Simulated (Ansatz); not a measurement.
**What a trial cell of PdRh2 relaxes into**

The calculation used DFT PBE, scalar-relativistic, plane waves, PAW in Ansatz 0.2.0.

The start puts PdRh2 on the fluorite structure type (Fm-3m, No. 225), with Pd in place of Ca, Rh in place of F, at a guessed volume.

Input of the last, converged step (default PAW datasets):

```yaml
crystal:
  lattice:
    - [0.0, 2.9539125236, 2.9539125236]
    - [2.9539125236, 0.0, 2.9539125236]
    - [2.9539125236, 2.9539125236, 0.0]
  atoms:
    - { symbol: Pd, position: [0.0, 0.0, 0.0] }
    - { symbol: Rh, position: [0.25, 0.25, 0.25] }
    - { symbol: Rh, position: [0.75, 0.75, 0.75] }
basis:
  ecutwfc: 420
kpoints:
  mp_grid: { grid: [14, 14, 14] }
hamiltonian:
  xc: pbe
scf:
  occupations: { method: gaussian, width: 0.1 }
output:
  forces: true
  stress: true
  eigenvalues: true
relax:
  adjacent_minimum: "off"
  f_tol: 0.01
  max_steps: 80
  cell: { stress_tol: 0.05 }
```

Launched as:

```bash
ansatz run input.yaml --threads 1 --pin off --max-ram 2560MiB --backend cpu --events-out ev --progress --plain --runs-dir out
```

It took 36 s on 1 thread of Arm Neoverse V1 (shared host), peak memory 0.42 GiB.

End of the output:

```
SCF converged after 6 iterations
Free energy (F): -19776.426962 eV
Harris-Foulkes:  -19776.426962 eV  (|F-HF|=3.64e-12)
Internal energy: -19776.399337 eV  (E = F + TS)
E sigma→0 (E₀):  -19776.413149 eV
Entropy (-TS):   -0.027625 eV (-9.208 meV/atom)
Fermi energy:    16.646451 eV
--- Per-component energies (eV) ---
  E_band       = -550.077375
  E_kinetic    = 1656.947422
  E_local      = -6159.320726  (includes V_loc(G=0)·N_el)
  E_nonlocal   = 929.423348
  E_hartree    = 2330.519464
  E_xc         = -609.739550
  E_vxc        = -764.966228  (∫ρ·V_xc dr)
  E_paw        = -10924.895511  (= ΣΔE_a)
  E_vpaw       = -873.202204  (= ΣTr[D̂ρ^β])
  E_aug_tail   = 0.002025  (compensation charges beyond the density's cutoff)
  E_ewald      = -6999.335808
  E_smearing   = -0.027625  (= −TS)
  E_closure    =  0.000000  (closes the sum)
  Σ components = -19776.426962   (vs F -19776.426962, Δ=0.00e0)
--- Forces (eV/Å), atoms counted from 1 ---
  atom   1  Pd     0.00000000     0.00000000     0.00000000
  atom   2  Rh     0.00000000     0.00000000     0.00000000
  atom   3  Rh     0.00000000     0.00000000     0.00000000
  max |Σ_I F_I| component: 4.16e-17 eV/Å
--- Stress (GPa, compression-positive) ---
       -0.002049       0.000000       0.000000
        0.000000      -0.002049       0.000000
        0.000000       0.000000      -0.002049
  P = ⅓ Tr σ = -0.0020 GPa (-0.020 kbar)
--- Relaxed structure (3 steps of the walk, 3 accepted, 1 SCFs on fresh bases) ---
  F+E_penalty+E_count = -19776.42696155 eV   max|allowed force component| = 7.093e-17 eV/Å   (the final SCF, on the basis selected at the relaxed cell)
  cell:  # Å, volume = 51.6481 Å³
    - [0.000000, 2.955798, 2.955798]
    - [2.955798, 0.000000, 2.955798]
    - [2.955798, 2.955798, 0.000000]
  atoms:
    - { symbol: Pd, position: [0.000000, 0.000000, 0.000000] }
    - { symbol: Rh, position: [0.25, 0.25, 0.25] }
    - { symbol: Rh, position: [0.75, 0.75, 0.75] }
```

Absolute energies hang on the potentials; compare differences alone.

The result has space group Fm-3m (No. 225). Pd has 8 Rh at 2.56 Å; Rh has 4 Pd at 2.56 Å and 6 Rh at 2.96 Å.

Against the elements it lies at 0.74 eV/atom. Formation energies are uncorrected and refer to the elements' standard structures at the same level.

For metals, differences of a few meV/atom aren't resolved.

Symmetry constrained the relaxation, so the result can be a saddle point.